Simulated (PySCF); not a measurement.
C3H5O2 (charge +1).
Cartesian coordinates in Å at the PBE0-D3(BJ)/def2-SVP level; atoms count from 1:
```
atom  x, y, z in Å
C1    -1.3773   -0.3257    0.0397
O2    -0.2963    0.0245   -0.8289
C3     0.7532    0.6634   -0.2658
C4     1.7063   -0.3822    0.2401
O5     2.3253   -1.2726    0.5021
H6    -1.7567    0.5677    0.5600
H7    -2.1580   -0.7411   -0.6069
H8    -1.0698   -1.0931    0.7705
H9     0.5402    1.3417    0.5878
H10    1.3422    1.2230   -1.0207
```

Computed with PySCF at PBE0/def2-SVPD, non-relativistic, on one gas-phase PBE0-D3(BJ)/def2-SVP geometry that isn't relaxed in the solvent. The solvent is an IEF-PCM continuum (van der Waals radii × 1.2), and excitations are vertical TDDFT with non-equilibrium linear response and a frozen core. Only the electrostatic response of the medium enters.

```csv
run,E − E(gas) (kcal/mol),HOMO (eV),HOMO–LUMO gap (eV),lowest singlet (eV),static polarisability (au)
gas,0.00,-14.23,5.77,4.49,39.7
P,-57.50,-9.89,6.07,4.76,48.3
Q,-35.62,-11.48,5.92,4.62,44.1
```

Q: The runs were made in benzene and dichloromethane. Which run belongs to which solvent?

A: P = dichloromethane, Q = benzene. The dielectric constants are 2.271 (benzene), 8.93 (dichloromethane), and the energy falls further as ε rises. The optical constants n² used for the excitations are 2.25, 2.03 in the same order. In this model the ground state sees the solvent through ε alone.

Q: How constant is the ratio of the lowering to 1 − 1/ε?

A: 
```json
{"solvent": "benzene", "1 − 1/ε": "0.560", "E − E(gas) (kcal/mol)": "-35.62", "ratio (kcal/mol)": "-63.7", "polarisation term (kcal/mol)": "-35.91"}
{"solvent": "dichloromethane", "1 − 1/ε": "0.888", "E − E(gas) (kcal/mol)": "-57.50", "ratio (kcal/mol)": "-64.8", "polarisation term (kcal/mol)": "-58.60"}
```

The ratio changes by +1.7 % in size from benzene to dichloromethane. The polarisation term is half the interaction of the solute with the induced surface charges.

Rough CPU time on one thread of a shared machine: about 14 s. This is the whole response run at PBE0/def2-SVPD in dichloromethane, SCF included.
